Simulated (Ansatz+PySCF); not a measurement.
A calculation with PySCF 2.14.0.

```python
from pyscf import gto, dft

mol = gto.M(atom="""
C 0.000000 0.000000 -1.289240
O 0.000000 0.000000 0.966930
""", basis='cc-pvdz', charge=0, spin=0)
mf = dft.UKS(mol, xc='pbe0')
mf.init_guess = 'minao'
mf.kernel()
while True:  # follow internal instabilities
    mo, _, stable, _ = mf.stability(return_status=True)
    if stable: break
    mf.kernel(mf.make_rdm1(mo, mf.mo_occ))
print(mf.converged, mf.e_tot, mf.spin_square()[0])
```

The script is written out from the run's settings.

The run gave:

* Converged: yes
* Total energy: -112.82393 hartree
* Spin squared of the determinant: 1.723

This is not the lowest solution: another run reaches a determinant 0.03 eV lower. Caution: the unrestricted determinant is a mixture of spin states.
